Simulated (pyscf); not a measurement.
HO–P(OH)–OH + silane (SiH₄) → HO–P(OH)–O–SiH₃ + hydrogen (H₂) (four-centre exchange; singlet surface; H–O, H–Si broken, O–Si, H–H formed). Structures and frequencies: ωB97X-D3(BJ)/def2-SVP in PySCF. Rate constants from transition-state theory, ωB97M-D3(BJ)/def2-TZVP energies (ideal gas, 1 atm, RRHO with modes under 100 cm⁻¹ raised to 100, one conformer, R ln 2 for chiral ones without a mode under 150 cm⁻¹; no tunnelling), k in cm³ molecule⁻¹ s⁻¹.

```json
[
 {"T (K)": "298", "1000/T": "3.354", "log10 k": "-41.90"},
 {"T (K)": "600", "1000/T": "1.667", "log10 k": "-27.19"},
 {"T (K)": "900", "1000/T": "1.111", "log10 k": "?"},
 {"T (K)": "1200", "1000/T": "0.833", "log10 k": "-19.49"}
]
```

Fit an Arrhenius line to the three values, give the activation energy, and predict k at 900 K.

Least squares gives log10 k = -12.23 − 8.87 × 1000/T, so Ea = 8.87 × ln 10 × 1.987 = 40.6 kcal/mol, against an electronic barrier of 39.9. At 900 K the line gives -22.09; the computed value is -22.14 (ΔG‡ = 67.9 kcal/mol), close to the line. One saddle was located; it need not be the lowest between these sides.
